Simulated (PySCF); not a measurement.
Species: C3H4FP.
Structure used (PBE0-D3(BJ)/def2-SVP), in Å, numbered top down from 1:
```
atom  x, y, z in Å
C1    -1.5822   -0.3064   -0.0084
C2    -0.2853   -0.3555   -0.3501
C3     0.7650    0.2528    0.4424
F4     0.3168    0.8707    1.5383
P5     2.4408    0.2755    0.1651
H6    -1.9061    0.2054    0.9006
H7    -2.3459   -0.7774   -0.6307
H8     0.0356   -0.8689   -1.2598
H9     2.3299   -0.4794   -1.0440
```

Method: PBE0-D3(BJ)/def2-SVP geometry optimisation, gas phase in PySCF.

Masses are those of the commonest isotopes; rigid-rotor values at the optimised geometry. The values belong to one conformer with, in the numbering `[H]/[P:5]=[C:3](\[CH:2]=[CH2:1])[F:4]`, C1–C2–C3–F4 0°.

Question: What are A, B and C (cm⁻¹)?

Answer: Ia = 56.44, Ib = 192.93, Ic = 249.37 u·Å²; 505379 MHz·u·Å²/I gives 8954, 2619 and 2027 MHz, that is A = 0.29867, B = 0.08738, C = 0.06760 cm⁻¹.

Question: Classify the top.

Answer: An asymmetric top; Ray's κ = -0.829.

Question: Is it planar, by Δ = Ic − Ia − Ib?

Answer: Planar: Δ = Ic − Ia − Ib = 0.00 u·Å². For a rigid frame Δ = −2 Σ m c², so it vanishes when all atoms lie in the ab plane; here none is more than 0.01 Å from it.

Question: Where do the levels up to J = 2 lie, in K?

Answer: Above 0(0,0), as E/k:
J = 1: 1(0,1) 0.223, 1(1,1) 0.527, 1(1,0) 0.555
J = 2: 2(0,2) 0.667, 2(1,2) 0.944, 2(1,1) 1.030, 2(2,1) 1.942, 2(2,0) 1.944
The levels of one J sum to (2J + 1)J(J + 1)(A + B + C)/3.

Question: Which lines would a microwave search look for?

Answer: The dipole components are |μa| = 1.52 D, |μb| = 1.59 D, |μc| = 0.00 D; the mirror of this Cs structure is the ab plane, so μc vanishes by symmetry and there are no c-type lines. The squared components, which scale the intensities, stand as 0.91 : 1.00 (a : b). Some lines, for components of 0.1 D or more:

| type | branch | J(Ka,Kc) | MHz | lower level (cm⁻¹) |
| --- | --- | --- | --- | --- |
| a | R | 1(0,1) ← 0(0,0) | 4646 | 0.000 |
| b | Q | 2(1,1) ← 2(0,2) | 7560 | 0.464 |
| b | R | 3(0,3) ← 2(1,2) | 7999 | 0.656 |
| a | R | 2(0,2) ← 1(0,1) | 9252 | 0.155 |
| a | R | 2(1,1) ← 1(1,0) | 9885 | 0.386 |
| b | R | 1(1,1) ← 0(0,0) | 10981 | 0.000 |
| a | R | 3(2,1) ← 2(2,0) | 14096 | 1.351 |
| a | R | 3(1,2) ← 2(1,1) | 14802 | 0.716 |
| b | Q | 3(2,1) ← 3(1,2) | 18337 | 1.210 |
| b | R | 3(1,3) ← 2(0,2) | 18806 | 0.464 |
| b | Q | 2(2,0) ← 2(1,1) | 19043 | 0.716 |
| b | Q | 2(2,1) ← 2(1,2) | 20782 | 0.656 |
| b | R | 2(2,0) ← 1(1,1) | 29521 | 0.366 |
| b | Q | 3(3,0) ← 3(2,1) | 32983 | 1.821 |
| b | Q | 3(3,1) ← 3(2,2) | 33179 | 1.815 |
| b | R | 3(3,0) ← 2(2,1) | 47119 | 1.350 |

Question: Estimate the classical rotational partition function at 25 K, 100 K and 500 K.

Answer: Point group Cs, symmetry number σ = 1; q = (√π/σ)·√((kT/h)³/(ABC)), k/h = 20836.6 MHz/K: 3060 at 25 K, 24500 at 100 K, 273000 at 500 K.

Whether it is a minimum is left open (no frequencies). No vibrational averaging or centrifugal distortion is included, and the geometry carries the error of its method.
